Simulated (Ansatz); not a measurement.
# C3H5NO: basis-set convergence

An exercise on one series of results from a longer session: the logs are not shown, and one member is left open.

The runs use Ansatz 0.2.0, Gaussian basis; one geometry, several basis sets.

The runs, in order: PBE0-D4/def2-SVP; ωB97M-V/def2-SVP; PBE0-D4/def2-QZVPP; ωB97M-V/def2-QZVPP; the functionals' def2-TZVPP values are taken from earlier runs.

### The geometry

The geometry comes from an earlier relaxation with PBE0-D4 in a triple-zeta def2 set; it is a stationary point, not always the lowest conformer.

SMILES `NCC=C=O`, 10 atoms, charge 0, spin multiplicity 1.

Atoms are counted from 1 here; the program's logs count them from 0.

Bond lengths: N1–C2 1.458 Å, N1–H6 1.014 Å, N1–H7 1.013 Å, C2–C3 1.503 Å, C2–H8 1.093 Å, C2–H9 1.100 Å, C3–C4 1.309 Å, C3–H10 1.083 Å, C4–O5 1.158 Å. Angles: C2–N1–H6 110.2°, C2–N1–H7 110.3°, H6–N1–H7 107.2°, N1–C2–C3 111.8°, N1–C2–H8 107.9°, N1–C2–H9 113.7°, C3–C2–H8 109.6°, C3–C2–H9 107.3°, H8–C2–H9 106.4°, C2–C3–C4 122.2°, C2–C3–H10 121.2°, C4–C3–H10 116.6°, C3–C4–O5 178.8°.

The first run:

File in.yaml:

```yaml
crystal:
  periodic: [false, false, false]
  atoms:
    - {symbol: N, position_ang: [-0.213877, 0.207279, 1.482892]}
    - {symbol: C, position_ang: [-0.228382, 0.608676, 0.081629]}
    - {symbol: C, position_ang: [0.538242, -0.352335, -0.782572]}
    - {symbol: C, position_ang: [-0.048165, -1.325997, -1.431808]}
    - {symbol: O, position_ang: [-0.578114, -2.170640, -2.020017]}
    - {symbol: H, position_ang: [-0.662265, 0.914070, 2.054969]}
    - {symbol: H, position_ang: [0.739895, 0.117094, 1.811974]}
    - {symbol: H, position_ang: [-1.270717, 0.644433, -0.246218]}
    - {symbol: H, position_ang: [0.188163, 1.611046, -0.095606]}
    - {symbol: H, position_ang: [1.618318, -0.304526, -0.852342]}
basis:
  gaussian: {orbitals: def2-SVP}
hamiltonian: {xc: pbe0, dispersion: d4}
output: {orbitals: {seedname: orbitals}}
```

Run with:

```console
$ ansatz run in.yaml --threads 2 --pin off --events-out ev --progress --plain --max-ram 4352MiB
```

Steps of the session up to this table: PBE0-D4 in def2-SVP; ωB97M-V in def2-SVP; PBE0-D4 in def2-QZVPP; ωB97M-V in def2-QZVPP.

One table of the session follows, with a row left open; its other results are not shown here.

It belongs to the step «Density functionals: the series». 

```
functional       basis  HOMO (eV)
   PBE0-D4    def2-SVP          ?
   PBE0-D4  def2-TZVPP      -6.77
   PBE0-D4  def2-QZVPP      -6.81
   ωB97M-V    def2-SVP      -8.86
   ωB97M-V  def2-TZVPP      -8.99
   ωB97M-V  def2-QZVPP      -9.03
```

**Question.** Estimate the row for PBE0-D4, def2-SVP.

**Answer.** HOMO (eV): -6.65. In the column «HOMO (eV)» it is the highest.
